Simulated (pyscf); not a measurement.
[H₂N–B–NH₂]• + hydrogen chloride (HCl) → H₂N–B(NH₂)–Cl + H atom (H•) (atom transfer; doublet surface; Cl–H broken, B–Cl formed). Optimised with ωB97X-D3(BJ)/def2-SVP in PySCF. Energies in kcal/mol from the separated reactants.

```tsv
level	barrier	reaction energy
ωB97X-D3(BJ)/def2-TZVP	…	-22.3
r²SCAN/def2-TZVP	3.3	-17.2
PBE0-D3(BJ)/def2-TZVP	4.4	-20.0
M06-2X/def2-TZVP	8.8	-19.4
ωB97M-D3(BJ)/def2-TZVP	…	…
HF/def2-TZVP	22.9	-19.6
```

Fill in the missing entries.


- ωB97X-D3(BJ)/def2-TZVP, barrier: 8.1
- ωB97M-D3(BJ)/def2-TZVP, barrier: 8.3
- ωB97M-D3(BJ)/def2-TZVP, reaction energy: -21.4

The functionals in the table span 5.5 kcal/mol in this barrier, from r²SCAN to M06-2X. This is the saddle that the search found; another between the same sides may lie lower. The angle at the transferred Cl is 180°.
